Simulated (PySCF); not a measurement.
CH4, SMILES C (connectivity only; charge and spin as stated), charge +1, multiplicity 2. Atoms are numbered in the order given.

```xyz
5

C      0.0000     0.0000     0.0000
H     -0.7469    -0.7469    -0.3753
H     -0.7469     0.7469     0.3753
H      0.7469    -0.7469     0.3753
H      0.7469     0.7469    -0.3753
```
Charge +1, spin multiplicity 2.

The structure is a stationary point at ωB97X-D3(BJ)/def2-TZVPD. The spin state was assumed, not searched.

All values below come from TDA-B3LYP/def2-TZVPD in PySCF.

Vertical excitations; the highest root listed may be one member of a degenerate set. The molecule is in vacuum.

Question: Estimate the UV-visible absorptions. (The exact figures need the calculation; the answer reports its results.)

Answer: 
```tsv
state	energy (eV)	λ (nm)	f	main pairs
root 1	4.41	281	0.015	β HOMO→LUMO (degenerate set)
root 2	4.41	281	0.015	β HOMO−1→LUMO (degenerate set)
root 3	9.52	130	0.000	α HOMO→LUMO 98 %
root 4	10.80	115	0.056	α HOMO→LUMO+1 91 %, β HOMO−2→LUMO 8 %
root 5	11.72	106	0.001	α HOMO−1→LUMO, β HOMO→LUMO+1 (degenerate set)
root 6	11.72	106	0.001	α HOMO−2→LUMO, β HOMO−1→LUMO+1 (degenerate set)
root 7	11.88	104	0.030	α HOMO→LUMO+1 8 %, β HOMO−2→LUMO 86 %
root 8	12.97	96	0.007	α HOMO→LUMO+2, α HOMO−1→LUMO (degenerate set)
root 9	12.97	96	0.007	α HOMO→LUMO+3, α HOMO−2→LUMO (degenerate set)
root 10	13.52	92	0.003	α HOMO−1→LUMO+1 21 %, β HOMO→LUMO+2 68 %
```
Unrestricted roots are not spin-pure.
